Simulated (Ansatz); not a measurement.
All numbers were calculated with Ansatz.

A structure relaxed at PBE0-D4/def2-TZVP, charge 0, multiplicity 1:

```json
{"atom": "C1", "x (Å)": "0.238", "y (Å)": "-1.300", "z (Å)": "-0.238"}
{"atom": "N2", "x (Å)": "-0.646", "y (Å)": "-0.498", "z (Å)": "-1.086"}
{"atom": "N3", "x (Å)": "-0.831", "y (Å)": "0.689", "z (Å)": "-0.824"}
{"atom": "C4", "x (Å)": "-0.165", "y (Å)": "1.290", "z (Å)": "0.332"}
{"atom": "H5", "x (Å)": "1.255", "y (Å)": "-0.893", "z (Å)": "-0.227"}
{"atom": "H6", "x (Å)": "0.261", "y (Å)": "-2.310", "z (Å)": "-0.640"}
{"atom": "H7", "x (Å)": "-0.123", "y (Å)": "-1.331", "z (Å)": "0.796"}
{"atom": "H8", "x (Å)": "-0.460", "y (Å)": "2.336", "z (Å)": "0.382"}
{"atom": "H9", "x (Å)": "-0.453", "y (Å)": "0.789", "z (Å)": "1.262"}
{"atom": "H10", "x (Å)": "0.925", "y (Å)": "1.228", "z (Å)": "0.242"}
```

Q: Give its formula and SMILES.

A: C2H6N2, `C/N=N\C`.

Q: Point group (tolerance 0.08 Å, 0.16 Å for H)?

A: C2v.

Q: Summarise the bond lengths by kind.

A: 2 × C–N 1.463 to 1.464 Å; 6 × C–H 1.088 to 1.095 Å; 1 × N–N 1.230 Å.
